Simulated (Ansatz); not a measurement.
Input for Ansatz (development build ahead of 0.2.0):

```yaml
crystal:
  periodic: [false, false, false]
  atoms:
    - { symbol: C, position_ang: [0.0119, 0.03828, -0.55753] }
    - { symbol: O, position_ang: [0.08293, 0.04707, 0.67827] }
    - { symbol: H, position_ang: [-0.03188, -0.98241, -1.11993] }
    - { symbol: H, position_ang: [-0.03297, 0.85618, -1.1194] }
basis:
  gaussian: { orbitals: def2-SVP }
hamiltonian:
  xc: hf
correlation:
  method: mp2
  frozen_orbitals: { C: 1, H: 0, O: 1 }
```

The input is written out in the form of the current development build from the run's settings.

Output:

```yaml
Converged: yes
Reference_energy: -113.76222 hartree
Correlation_energy: -0.31933 hartree
Total_energy: -114.08154 hartree
Spin_squared_of_the_determinant: 0.000
```
